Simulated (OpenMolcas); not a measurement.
**BCl (SMILES [B]Cl): levels of theory compared**

Aim: a comparison of 6 runs (HF/STO-3G, B2PLYP/STO-3G, PBE0/STO-3G, SVWN5/STO-3G, MP2/STO-3G, CISD/STO-3G) of BCl. 

The results are computed with OpenMolcas 26.06.

2 further runs of the same task are left out: 1 for a known fault of the program, 1 set aside as unsound or not needed.

## (1) Starting point

BCl has 2 atoms, charge 0, and is taken as a singlet. SMILES: `[B]Cl`. The shape is that of a GFN2-xTB optimisation.

Bond lengths: B1–Cl2 1.579 Å.

## (2) A single-point energy at HF/STO-3G (run 1)

File calc.inp:

```
* BCl Hartree-Fock
>>> EXPORT MOLCAS_PRINT=2

&GATEWAY
  BasLib=$CurrDir
  Coord
  2
  angstrom
  B        0.000000       0.000000       0.000000
  Cl       0.000000       0.000000       1.578530
  Basis=STO-3G
  Group=NoSym

&SEWARD

&SCF
  Thresholds=1e-10 1e-07 1e-07 1e-05
  PrOrbitals=1 1
```

The basis set STO-3G is read from a file made from the Basis Set Exchange's data (not shown).

On the command line:

```sh
export MOLCAS_MEM=1860
pymolcas calc.inp > calc.log
```

Output:

```text
--- Start Module: gateway ---
[...]
--- Stop Module: gateway /rc=_RC_ALL_IS_WELL_ ---
--- Start Module: seward ---
[...]
      Basis functions           14
--- Stop Module: seward /rc=_RC_ALL_IS_WELL_ ---
--- Start Module: scf ---
[...]
       Convergence after   9 Iterations
[...]
::    Total SCF energy                               -478.8255006150
[...]
      Total spin, S                                     0.0000000000
[...]
      Total electronic charge=   22.000000
      Total            charge=   -0.000000
[...]
      Dipole Moment (debye):
      Origin of the operator (angstrom)=    0.0000    0.0000    1.2006
                   X= -1.4344E-15               Y= -1.5609E-15               Z=  5.3859E-01           Total=  5.3859E-01
      Quadrupole Moment (debye*angstrom):
[...]
--- Stop Module: scf /rc=_RC_ALL_IS_WELL_ ---
[...]
```

Wall time 1.6 s (1 thread of Arm Neoverse V1, shared host); peak memory 0.37 GiB.

## (3) The energy at B2PLYP/STO-3G (run 2)

File calc.input:

```
&GATEWAY
BASLIB = $CurrDir
COORD
2
angstrom
B        0.000000       0.000000       0.000000
Cl       0.000000       0.000000       1.578530
BASIS = STO-3G
GROUP = NoSym
&SEWARD
GRIDINPUT
Grid=UltraFine
End of Grid
&SCF
KSDFT = B2PLYP_SCF
THRESHOLDS = 1e-10 1e-07 1e-07 1e-05
PRORBITALS = 1 1
&MBPT2
FROZEN = 6
```

The basis set STO-3G is read from a file made from the Basis Set Exchange's data (not shown).

On the command line:

```sh
export MOLCAS_MEM=1860
pymolcas calc.input > calc.log
```

Output:

```text
--- Start Module: gateway ---
[...]
--- Stop Module: gateway /rc=_RC_ALL_IS_WELL_ ---
[...]
      Basis functions           14
[...]
--- Start Module: scf ---
[...]
       Convergence after   8 Iterations
[...]
::    Total KS-DFT energy                            -479.3731243258
[...]
      Total spin, S                                     0.0000000000
[...]
      Total electronic charge=   22.000000
      Total            charge=   -0.000000
[...]
      Dipole Moment (debye):
      Origin of the operator (angstrom)=    0.0000    0.0000    1.2006
                   X= -1.5446E-15               Y= -1.5214E-15               Z=  7.7003E-01           Total=  7.7003E-01
      Quadrupole Moment (debye*angstrom):
[...]
--- Stop Module: scf /rc=_RC_ALL_IS_WELL_ ---
[...]
--- Start Module: mbpt2 ---
[...]
 ###    WARNING: MP2 implementation intended for RHF references only         ###
 ###############################################################################
MBPT2 WARNING: Reference function according to RunFile:KS-DFT
I'll assume you know what you're doing and continue
WARNING!
Default frozen orbitals as non valence orbitals is overwritten by user input.
Default values:   6
[...]
       Reference weight ( Cref**2 )         =        0.94782
::    Total MBPT2 energy                             -479.4317885284
[...]
      Total MBPT2 calculations                           0.03      0.03
--- Stop Module: mbpt2 /rc=_RC_ALL_IS_WELL_ ---
[...]
```

It took 2.5 s on 1 thread of Arm Neoverse V1, shared host; peak memory 0.37 GiB.

Runs 3 to 5 aren't shown in full; the table further down has their settings and results.

## (4) The energy at CISD/STO-3G (run 6)

File calc.input:

```
&GATEWAY
  BasLib=$CurrDir
  Coord
  2
  angstrom
  B        0.000000       0.000000       0.000000
  Cl       0.000000       0.000000       1.578530
  Basis=STO-3G
  Group=NoSym

&SEWARD

&SCF
  Thresholds=1e-10 1e-07 1e-07 1e-05
  PrOrbitals=1 1

&MOTRA
  Frozen=6

&GUGA
  Electrons=10
  Spin=1
  Inactive=5
  Active=0
  CIAll=1

&CPF
  SDCI
```

The basis set STO-3G is read from a file made from the Basis Set Exchange's data (not shown).

On the command line:

```sh
export MOLCAS_MEM=1860
pymolcas calc.input > calc.log
```

Output:

```text
--- Start Module: gateway ---
[...]
--- Stop Module: gateway /rc=_RC_ALL_IS_WELL_ ---
[...]
      Basis functions           14
[...]
       Convergence after   9 Iterations
[...]
::    Total SCF energy                               -478.8255006150
[...]
      Total spin, S                                     0.0000000000
[...]
      *** WARNING: Default frozen orbitals is overwritten by user input.
      *** Default values:   6
[...]
--- Start Module: guga ---
[...]
--- Stop Module: guga /rc=_RC_ALL_IS_WELL_ ---
--- Start Module: cpf ---
[...]
      Active orbitals                            0       0
[...]
      Spin quantum number                      0.0
[...]
     FINAL CI ENERGY          -478.88497869
     FINAL CORRELATION ENERGY   -0.05947807  REFERENCE ENERGY    -478.82550062
[...]
     REL. CI ENERGY           -478.88497869
[...]
      Total electronic charge=   22.000000
      Total            charge=   -0.000000
[...]
      Dipole Moment (debye):
      Origin of the operator (angstrom)=    0.0000    0.0000    1.2006
                   X= -1.3761E-15               Y= -1.5400E-15               Z=  6.1541E-01           Total=  6.1541E-01
      Quadrupole Moment (debye*angstrom):
[...]
--- Stop Module: cpf /rc=_RC_ALL_IS_WELL_ ---
[...]
```

Wall time 1.7 s (1 thread of Arm Neoverse V1, shared host); peak memory 0.37 GiB.

## (5) Overview of the runs

```csv
run,level,frozen core orbitals,integration grid,energy (Eh),dipole moment (D) of the reference,HOMO energy (eV),LUMO energy (eV),wall time
1,HF/STO-3G,–,–,-478.825501,0.54,-7.74,7.08,1.6 s
2,B2PLYP/STO-3G,6,UltraFine,-479.388964,0.77,-5.50,3.90,2.5 s
3,PBE0/STO-3G,–,UltraFine,-479.418589,0.90,-4.16,2.02,2.4 s
4,SVWN5/STO-3G,–,UltraFine,-477.769825,1.11,-2.43,0.68,2.4 s
5,MP2/STO-3G,6,–,-478.865014,0.54,-7.74,7.08,1.6 s
6,CISD/STO-3G,6,–,-478.884979,0.54,-7.74,7.08,1.7 s
```

## (6) Results

```
                                          quantity          value
                               run 6: total energy  -478.88498 Eh
         run 6: dipole moment (mean-field density)         0.54 D
        run 6: HOMO energy (Hartree–Fock orbitals)       -7.74 eV
        run 6: LUMO energy (Hartree–Fock orbitals)        7.08 eV
      run 6: HOMO–LUMO gap (Hartree–Fock orbitals)       14.82 eV
run 6: correlation energy (6 core orbitals frozen)      -59.5 mEh
```

**Reading.** Below the HF energy at the same shape and in the same basis (STO-3G): MP2 -39.5 mEh; CISD -59.5 mEh. Over runs 1, 2, 3, 4 the dipole moment (its size) runs from 0.54 D (HF/STO-3G) to 1.11 D (SVWN5/STO-3G). Over runs 1, 2, 3, 4 the HOMO–LUMO gap runs from 3.11 eV (SVWN5/STO-3G) to 14.82 eV (HF/STO-3G). Exact exchange widens orbital gaps. For B2PLYP the log adds the whole second-order term; the table takes 0.27 of it, as the functional is defined. Totals of different functionals can't be ranked against each other. In runs 1, 2, 3, 4, 5, 6 the basis is minimal, so the values are rough. All runs together took 12 s, the longest 2.5 s.
